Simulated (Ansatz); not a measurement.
Input file:

```yaml
crystal:
  periodic: [false, false, false]
  atoms:
    - {symbol: W, position_ang: [0.000000, 0.000000, 0.000000]}
    - {symbol: H, position_ang: [0.000000, 0.000000, 1.373000]}
basis:
  gaussian: {orbitals: def2-mTZVP}
magnetization: {spin_polarized: false, initial_magnetization: 5}
correlation: {method: ccsd_t, electrons: valence}
```

```sh
$ ansatz run in.yaml --threads 1 --pin off --events-out ev --progress --plain --max-ram 2393MiB
```

Roughly how long does this take on 1 thread of Arm Neoverse V2, shared host, and how much host memory?

1.7 s wall and 0.12 GiB.

```
447 factors; integrals over basis functions are off by at most 3.1e-4 eV
mean field evaluation 1: about -1817.8633 eV, gradient 9.5e0 eV
mean field evaluation 2: about -1817.8679 eV, gradient 9.5e0 eV
mean field evaluation 4: about -1818.5788 eV, gradient 2.1e0 eV
mean field evaluation 8: about -1818.6109 eV, gradient 2.5e-3 eV
mean field evaluation 16: about -1818.5745 eV, gradient 2.1e0 eV
mean field evaluation 32: about -1816.2936 eV, gradient 8.9e0 eV
mean field -1818.61094885 eV, -66.8327196716 hartree, gradient 1.3e-6 eV, S^2 8.750000; 2 other end points of the search recorded, 0 dependent functions left out
mean field evaluation 64: about -1818.8189 eV, gradient 2.6e-1 eV
determinant -1818.61094885 eV, -66.8327196716 hartree, with singles and doubles -1823.48259546 eV, -67.0117493824 hartree
determinant -1816.60498234 eV, -66.7590017617 hartree, with singles and doubles -1821.39532318 eV, -66.9350435407 hartree
determinant -1816.53776054 eV, -66.7565314064 hartree, with singles and doubles -1821.34088584 eV, -66.9330430053 hartree
reference -1818.61094885 eV, -66.8327196716 hartree; 10, 5 occupied and 29, 34 virtual orbitals, 447 factors
second order -4.38083884 eV of doubles, -0.12576583 eV of singles
cycle   1  -4.87359168 eV  change   -1.1e-1 eV  update   1.1e-2
cycle   2  -4.87907151 eV  change   -5.5e-3 eV  update   3.6e-3
cycle   3  -4.88025898 eV  change   -1.2e-3 eV  update   1.5e-3
cycle   4  -4.88091161 eV  change   -6.5e-4 eV  update   8.5e-4
cycle   5  -4.88104582 eV  change   -1.3e-4 eV  update   4.3e-4
cycle   6  -4.88110999 eV  change   -6.4e-5 eV  update   1.8e-4
cycle   7  -4.88110998 eV  change    1.1e-8 eV  update   7.6e-5
cycle   8  -4.88110232 eV  change    7.7e-6 eV  update   2.8e-5
cycle   9  -4.88109779 eV  change    4.5e-6 eV  update   1.1e-5
perturbative correction -0.09563810 eV, -0.0035146354 hartree
Total energy: -1823.58768474 eV, -67.0156113422 hartree
```
